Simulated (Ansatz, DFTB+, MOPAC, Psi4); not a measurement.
**C2H8N2 (1,1-dimethylhydrazine): the zero-point energy at each level's own minimum, rung by rung**

The runs start from one conformer, not always the lowest.

C2H8N2, singlet, SMILES `CN(C)N`. Each level relaxes the structure for itself.

Each level gives the zero-point energy at each level's own minimum (kJ/mol). The values are calculated.

```
                                level                 kind  program  value (kJ/mol)
                                DFTB2       semi-empirical    DFTB+           288.3
                                  PM6       semi-empirical    MOPAC           259.3
                               PM6-D3       semi-empirical    MOPAC           259.6
                              PM6-DH2       semi-empirical    MOPAC           258.9
                            HF/STO-3G         Hartree–Fock   Ansatz           339.0
                             HF/3-21G         Hartree–Fock   Ansatz           306.9
      HF/6-31G* (Cartesian functions)         Hartree–Fock   Ansatz           310.4
PBE-D3(BJ)/def2-SVP (density fitting)                  GGA     Psi4           277.5
   B3LYP/6-31G* (Cartesian functions)        global hybrid   Ansatz           288.6
     MP2/6-31G* (Cartesian functions)  perturbation theory   Ansatz           294.9
```

Harmonic and unscaled. The values span 258.9 to 339.0 kJ/mol.
